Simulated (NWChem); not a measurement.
**wB97X/SBKJC-VDZ (core potential) run of PH3 (phosphine)**

Aim: the vertical ionisation energy of PH3 (phosphine) at wB97X/SBKJC-VDZ (core potential), from 2 runs. 

The results are computed with NWChem 7.3.0.

1 further run of the same task is left out (set aside as unsound or not needed).

### Step 1. The system as given

PH3: 4 atoms, total charge 0, spin state singlet. SMILES: `P`. The shape is that of a PBE0-D4/def2-TZVP optimisation.

Bond lengths: P1–H2 1.420 Å, P1–H3 1.420 Å, P1–H4 1.420 Å. Angles: H2–P1–H3 93.1°, H2–P1–H4 93.1°, H3–P1–H4 93.1°.

### Step 2. A single-point energy at wB97X/SBKJC-VDZ (core potential)

Contents of run.xyz:

```xyz
4
H3P wB97X
P      0.346000    -0.326500    -0.332800
H      0.630900    -0.034000     1.027000
H     -1.005500    -0.663000    -0.057200
H      0.028700     1.023500    -0.636900
```

Contents of run.nw:

```
start run
title "H3P wB97X"
memory 2200 mb
charge 0
geometry units angstrom noautosym nocenter noautoz
load run.xyz
end
basis spherical bse
* library SBKJC-VDZ
end
ecp bse
P library SBKJC-VDZ
end
dft
xc wb97x
grid fine
convergence energy 1e-08
maxiter 100
mulliken
print low
end
task dft energy
```

The run is started by

```
nwchem run.nw > run.out
```

The program printed:

```text
[...]
 d= 0,ls=0.0,diis     1     -8.2405885997 -1.46D+01  1.61D-02  4.61D-02     0.4
[...]
 d= 0,ls=0.0,diis     6     -8.2522275928 -6.40D-09  3.44D-06  2.22D-10     2.1
         Total DFT energy =       -8.252227592845
      One electron energy =      -24.206762434960
           Coulomb energy =       12.264627339474
    Exchange-Corr. energy =       -2.671044019474
 Nuclear repulsion energy =        6.360951522115
[...]
      Total Density - Mulliken Population Analysis
     ---------------------------------------------
    Atom       Charge   Shell Charges
 -----------   ------   -------------------------------------------------------
    1 P    5     4.98   1.46  2.78  0.27  0.47
    2 H    1     1.01   0.43  0.57
    3 H    1     1.01   0.43  0.57
    4 H    1     1.01   0.43  0.57
[...]
```

Run time: 2.6 s. Hardware: 1 thread of Intel Xeon Platinum 8488C (Sapphire Rapids), shared host; peak memory 0.11 GiB.

### Step 3. The doublet cation

Contents of run.nw:

```
START run
TITLE "H3P energy"
memory 2200 mb
charge 1

GEOMETRY units angstrom noautosym nocenter noautoz
  P        0.346000      -0.326500      -0.332800
  H        0.630900      -0.034000       1.027000
  H       -1.005500      -0.663000      -0.057200
  H        0.028700       1.023500      -0.636900
END

BASIS spherical bse
  * library SBKJC-VDZ
END

ECP bse
  P library SBKJC-VDZ
END

DFT
  xc wb97x
  mult 2
  grid fine
  convergence energy 1e-08
  maxiter 100
  mulliken
  print low
END

TASK dft energy
```

The run is started by

```
nwchem run.nw > run.out
```

The program printed:

```text
[...]
 d= 0,ls=0.0,diis     1     -7.8603839014 -1.42D+01  9.01D-03  1.05D-02     0.4
[...]
 d= 0,ls=0.0,diis     7     -7.8686563209 -1.75D-09  1.28D-06  4.55D-11     2.7
[...]
         Total DFT energy =       -7.868656320868
      One electron energy =      -21.737359001740
           Coulomb energy =        9.880912112454
    Exchange-Corr. energy =       -2.373160953696
 Nuclear repulsion energy =        6.360951522115
[...]
      Total Density - Mulliken Population Analysis
     ---------------------------------------------
    Atom       Charge   Shell Charges
 -----------   ------   -------------------------------------------------------
    1 P    5     4.48   1.40  2.79  0.20  0.09
    2 H    1     0.84   0.40  0.44
    3 H    1     0.84   0.40  0.44
    4 H    1     0.84   0.40  0.44
[...]
      <S2> =      0.7512 (Exact =     0.7500)
[...]
```

Wall time 3.3 s (1 thread of Intel Xeon Platinum 8488C (Sapphire Rapids), shared host); peak memory 0.11 GiB.

### Step 4. What came out

At wB97X/SBKJC-VDZ (core potential):

| quantity | value |
| --- | --- |
| singlet PH3: total energy | -8.25223 Eh |
| doublet cation: total energy | -7.86866 Eh |
| doublet cation: ⟨S²⟩ | 0.751 |
| vertical ionisation energy (to the doublet cation) | 10.438 eV |

What this shows: Removing an electron at fixed nuclei costs 10.44 eV (1007 kJ/mol). Mulliken charges (doublet cation) run from +0.16 on H2 to +0.52 on P1; they depend strongly on the basis.
